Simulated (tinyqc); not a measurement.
Inside a calculation. Method: extended Hueckel theory, for CH2. Computed by tinyqc, a small Python program that keeps every step (integrals from PySCF). Settings: charge = 0, K = 1.75, multiplicity = 1. Command: `OMP_NUM_THREADS=1 python tinyqc.py 23251 23252 out.jsonl` (the two numbers bound the seeds that draw the settings). One thread of a shared host (Intel(R) Xeon(R) Processor @ 2.60GHz), about 0.01 s of CPU time with the checks.

## Overlaps

Geometry (angstrom):
```
atom,x,y,z
C,0.000000,0.000000,0.000000
H,0.000000,0.827000,0.630000
H,0.000000,-0.827000,0.630000
```

Parameters chosen for this run:
```
element,shell,Slater exponent,H_ii (eV)
C,2s,1.625000,-21.400000
C,2p,1.625000,-11.400000
H,1s,1.300000,-13.600000
```

Slater orbitals, each expanded in six Gaussians scaled to its exponent.

overlap S, lower triangle:
```
,1C 2s,1C 2px,1C 2py,1C 2pz,2H 1s,3H 1s
1C 2s,1.000000
1C 2px,0.000000,1.000000
1C 2py,0.000000,0.000000,1.000000
1C 2pz,0.000000,0.000000,0.000000,1.000000
2H 1s,0.520917,0.000000,0.404111,0.307847,1.000000
3H 1s,0.520917,0.000000,-0.404111,0.307847,0.181670,1.000000
```

## Wolfsberg-Helmholz matrix

diagonal H_ii (eV): 1C 2s -21.400000, 1C 2px -11.400000, 1C 2py -11.400000, 1C 2pz -11.400000, 2H 1s -13.600000, 3H 1s -13.600000

K = 1.750000

H_ij = K' S_ij (H_ii + H_jj)/2 for i != j (the diagonal keeps H_ii), with K' = 1.75.

H (eV), lower triangle:
```
,1C 2s,1C 2px,1C 2py,1C 2pz,2H 1s,3H 1s
1C 2s,-21.400000
1C 2px,0.000000,-11.400000
1C 2py,0.000000,0.000000,-11.400000
1C 2pz,0.000000,0.000000,0.000000,-11.400000
2H 1s,-15.953069,0.000000,-8.839920,-6.734159,-13.600000
3H 1s,-15.953069,0.000000,8.839920,-6.734159,-4.323751,-13.600000
```

## Orbitals

valence electrons = 6

Solve H C = S C e through S^(-1/2); fill by pairs from the bottom, a degenerate level sharing its electrons equally; each orbital has its largest coefficient positive (the first on a tie).

orbital energies (eV): -23.846129  -15.435886  -12.411966  -11.400000  6.658544  25.341264

occupations: 2.000000  2.000000  2.000000  0.000000  0.000000  0.000000

coefficients:
```
,MO1,MO2,MO3,MO4,MO5,MO6
1C 2s,0.708536,0.000000,-0.323228,0.000000,0.000000,1.265334
1C 2px,0.000000,0.000000,0.000000,1.000000,0.000000,0.000000
1C 2py,0.000000,0.555740,0.000000,0.000000,1.164206,0.000000
1C 2pz,-0.023929,0.000000,0.881503,0.000000,0.000000,0.802572
2H 1s,0.245406,0.430977,0.153107,0.000000,-0.911647,-1.014334
3H 1s,0.245406,-0.430977,0.153107,0.000000,0.911647,-1.014334
```

sum of one-electron energies = -103.387962 eV

## Mulliken analysis

P = C n C^T; charge = valence electrons (C 4, H 1) minus the sum of (P S)_ii on the atom; overlap population = 2 sum P_ij S_ij between two atoms.

charges: 1C -0.191240, 2H 0.095620, 3H 0.095620

Overlap populations:
```
pair,value
2-1,0.805307
3-1,0.805307
3-2,-0.074177
```
